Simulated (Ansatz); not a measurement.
Isomers

Structures of SiH5S2 (charge +1), closed shell, relaxed at PBE0-D4/def2-TZVP (vibrations not checked; lower isomers may exist, and structures with a doubtful reference or unclear bonds are left out). Computed with Ansatz 0.2.0 (basis: def2-TZVPP); correlated methods freeze the cores. B3LYP uses VWN-RPA correlation.

(1) Rank them by CCSD(T) energy, lowest first, and give each one's height above the lowest. Links in brackets join atoms within 1.22 times the sum of their covalent radii (1.1 for two metals). (An estimate is asked for; the value comes from the calculation.)
A.
SiH₅S₂ ([SiH3][SH][SH]), total charge +1
```
8
angstrom
Si -0.8520 1.2262 -0.5101
S 0.6254 0.4122 1.0096
S 0.8940 -1.5068 0.3211
H -1.8321 0.1367 -0.6695
H 0.0539 1.4507 -1.6492
H -1.3334 2.4293 0.1945
H 2.2006 -1.5218 0.6530
H -0.2253 0.2092 2.0440
```
B.
SiH₅S₂ ([SH][SiH2][SH2]), total charge +1
```
8
angstrom
S -1.8049 0.6976 -0.5799
Si 0.1939 0.8526 -0.0279
S 0.9691 -1.3407 0.1923
H -1.5286 0.5475 -1.8908
H 1.1605 1.3068 -1.0431
H 0.3629 1.3659 1.3416
H 2.1061 -1.1003 0.8836
H 0.2543 -1.6595 1.2923
```
C.
SiH₅S₂ ([SiH3][S][SH2]), total charge +1
```
8
angstrom
Si -0.8505 1.1564 -0.5551
S 0.2417 0.2245 1.1408
S 0.9103 -1.4628 0.1980
H -1.9187 0.2169 -0.9497
H 0.1391 1.4050 -1.6219
H -1.3171 2.3649 0.1525
H 2.2212 -1.4753 0.5471
H 0.5740 -2.4297 1.0883
```

(2) Do PBE-D4, r2SCAN-D4, PBE0-D4, B3LYP-D4, wB97M-V, HF, MP2 give the same order? (A judgement: the text doesn't fix the answer.)

T1 diagnostic: at most 0.013.

For scale, one of the runs: CCSD(T)/def2-TZVPP, 196 basis functions, launched by `ansatz run in.yaml --threads 2 --pin off --events-out ev --progress --plain --max-ram 4352MiB`. Hardware: 2 CPU threads of an Arm Neoverse V1, shared host. Wall time 55 s; peak host memory 2 GiB.

Answers

(1) The calculation gives: B (0.000 eV), A (1.087 eV), C (1.281 eV). Heights count from the lowest.

(2) By the calculation: All do.
